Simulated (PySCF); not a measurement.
tetrafluoroethylene (C2F4), SMILES FC(F)=C(F)F.

Coordinates come from a B3LYP-D3(BJ)/def2-SVP optimisation.

Two levels are set side by side: TDDFT-PBE/def2-SVPD (PySCF) and TDDFT-B3LYP/def2-SVPD (PySCF). Vertical, same geometry. The lowest singlet is HOMO→LUMO+1 100 % with PBE and HOMO→LUMO 100 % with the other functional; states are paired by order. Differences are taken from unrounded values.

```json
[
 {"quantity": "lowest singlet excitation (eV)", "TDDFT-B3LYP": "6.50"},
 {"quantity": "lowest triplet excitation (TDA) (eV)", "TDDFT-B3LYP": "4.63"},
 {"quantity": "first bright state (f over 0.05) (eV)", "TDDFT-B3LYP": "8.20"},
 {"quantity": "its oscillator strength", "TDDFT-B3LYP": "0.40"}
]
```

Q: What does TDDFT-PBE give, and how far is it from TDDFT-B3LYP? (An estimate is asked for; the answer gives what the named calculation found.)

A: 
```tsv
quantity	TDDFT-PBE	TDDFT-PBE minus TDDFT-B3LYP
lowest singlet excitation (eV)	6.03	-0.47
lowest triplet excitation (TDA) (eV)	4.69	0.06
first bright state (f over 0.05) (eV)	7.97	-0.23
its oscillator strength	0.36	-0.04
```

A lower first singlet is the usual sign of a functional without exact exchange. Differences between two approximate levels are no errors against the true value.

Rough cost on one machine, each run with all the roots and properties that it gave: TDDFT-B3LYP against TDDFT-PBE about 2 times.
